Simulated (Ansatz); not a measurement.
Relaxation of AlB2H5 (8 atoms, charge 0, multiplicity 1), to a largest force component of 0.015 eV/Å in at most 40 steps.

Level of theory: Ansatz 0.2.0, RKS B3LYP-D4/6-31G.

```xyz
8
Properties=species:S:1:pos:R:3
B -1.220 0.868 -1.229
Al 0.254 0.479 0.219
B 0.976 -1.325 1.019
H -1.843 0.019 -1.768
H -1.514 1.953 -1.588
H 0.945 1.776 0.812
H 0.574 -2.387 0.695
H 1.825 -1.384 1.841
```

Q: Where does it end, and by what steps?

A: The forces met the threshold. The force dipped under the threshold on the way, but the program's further checks kept it going. Limits of this set-up: no polarisation functions. After 16 steps the energy has fallen by 0.562 eV; H8 moved furthest, 1.33 Å.

```
step  energy less start (eV)  largest force component (eV/Å)  accepted
   0                  0.0000                           0.502       yes
   1                 -0.1020                           0.134       yes
   2                 -0.1133                           0.025       yes
   3                 -0.1144                           0.020       yes
   4                 -0.1167                           0.094       yes
   5                 -0.1297                           0.265       yes
   6                 -0.1453                           0.734       yes
   7                 -0.2291                           0.579       yes
   8                 -0.3091                           0.616       yes
   9                 -0.4040                           0.454       yes
  10                 -0.4644                           0.422       yes
  11                 -0.5304                           0.142       yes
  12                 -0.5581                           0.105       yes
  13                 -0.5554                           0.135        no
  14                 -0.5621                           0.014       yes
  15                 -0.5622                           0.025       yes
  16                 -0.5624                           0.001       yes
```

```xyz
8
Properties=species:S:1:pos:R:3
B -1.095 0.861 -1.302
Al 0.039 0.505 0.457
B 1.060 -1.301 0.903
H -2.267 0.612 -1.374
H -0.611 1.320 -2.299
H 0.131 1.706 1.544
H 0.541 -2.205 1.498
H 2.198 -1.498 0.574
```

Whether the end is a true minimum wasn't checked by a vibrational analysis.

Time of the run: 30 s on 1 thread of Intel(R) Xeon(R) Platinum 8488C (Sapphire Rapids), on a shared host, peak memory 0.12 GiB.
